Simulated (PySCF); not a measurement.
**How the functional moves excitation energies**

Compound: C4H5F.
InChI=1S/C4H5F/c5-3-4-1-2-4/h3H,1-2H2

Linear-response calculations in the def2-SVPD basis (PySCF; singlets by full response, triplets Tamm–Dancoff, core orbitals frozen in the response; HF means time-dependent Hartree–Fock). 'Strongest' is the level of largest summed f among the singlets computed (10 roots, of which the last may lack a degenerate partner); it can jump between rows when another state enters that window. S1 is the lowest singlet of each run and needn't be the same state throughout; f(S1) is that of one state. Isolated species at its PBE0-D3(BJ)/def2-SVP geometry, gas phase.

```tsv
functional	kind	S1 (eV)	f(S1)	strongest (eV)	T1 (eV)	HOMO (eV)	gap (eV)	ionisation energy, ΔSCF (eV)
LDA	LDA	6.35	0.000	6.70	4.55	-6.20	5.20	9.69
PBE	GGA	6.24	0.000	6.68	4.33	-6.04	5.22	9.45
B3LYP	global hybrid, 20% exact exchange	6.62	0.002	6.97	4.33	-7.06	6.98	9.58
PBE0	global hybrid, 25% exact exchange	6.88	0.004	7.10	4.27	-7.27	7.44	9.53
BHandHLYP	global hybrid, 50% exact exchange	7.12	0.010	7.33	4.23	-8.38	9.60	9.47
CAM-B3LYP	range-separated hybrid	6.95	0.008	7.20	4.31	-8.63	9.91	9.62
wB97X-D	range-separated hybrid	7.19	0.015	7.26	4.43	-9.13	11.14	9.55
LC-wPBE	range-separated hybrid	7.40	0.450	7.40	4.19	-9.99	12.46	9.64
HF	Hartree–Fock	7.60	0.033	7.66	3.81	-9.99	12.66	not settled
```

S1 runs from 6.24 eV (PBE) to 7.60 eV (HF), a spread of 1.37 eV, while the orbital gap spreads over 7.5 eV. Along PBE (0%), B3LYP (20%), PBE0 (25%), BHandHLYP (50%), HF (100%) S1 rises with the share of exact exchange. −ε(HOMO) comes closest to its own ΔSCF ionisation energy with LC-wPBE (+0.35 eV) and misses most with LDA (-3.49 eV). 'Not settled' means that the ion's SCF failed to converge or may have ended in another state than the lowest.
